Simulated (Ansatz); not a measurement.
Mulliken charges of Al2FH3 (`[F][AlH][AlH2]`) from ωB97M-V/def2-TZVPP in Ansatz (PBE0-D4/def2-TZVP geometry).

```json
{"atom": "F1", "x (Å)": "-0.871", "y (Å)": "-2.045", "z (Å)": "1.136", "charge (e)": "-0.350"}
{"atom": "Al2", "x (Å)": "-0.489", "y (Å)": "-1.179", "z (Å)": "-0.225", "charge (e)": "0.472"}
{"atom": "Al3", "x (Å)": "0.521", "y (Å)": "1.196", "z (Å)": "0.140", "charge (e)": "0.208"}
{"atom": "H4", "x (Å)": "-0.801", "y (Å)": "-1.933", "z (Å)": "-1.589", "charge (e)": "-0.113"}
{"atom": "H5", "x (Å)": "0.917", "y (Å)": "2.109", "z (Å)": "-1.103", "charge (e)": "-0.110"}
{"atom": "H6", "x (Å)": "0.766", "y (Å)": "1.788", "z (Å)": "1.596", "charge (e)": "-0.106"}
```

Question: By hand: the dipole of these point charges (1 e Å = 4.8032 D).

Answer: Σ q r = (0.091, 0.205, -0.343) e Å, of length 0.410 e Å = 1.97 D.

Question: How does the dipole of the full density compare? (An estimate is asked.)

Answer: Ansatz gave: (0.084, 0.191, -0.198) e Å, 1.38 D; the point charges give 1.43 times that, at 13° from its direction.

Point charges leave out the atoms' own dipoles, such as those of lone pairs, and Mulliken's split depends on the basis, so the two needn't agree.
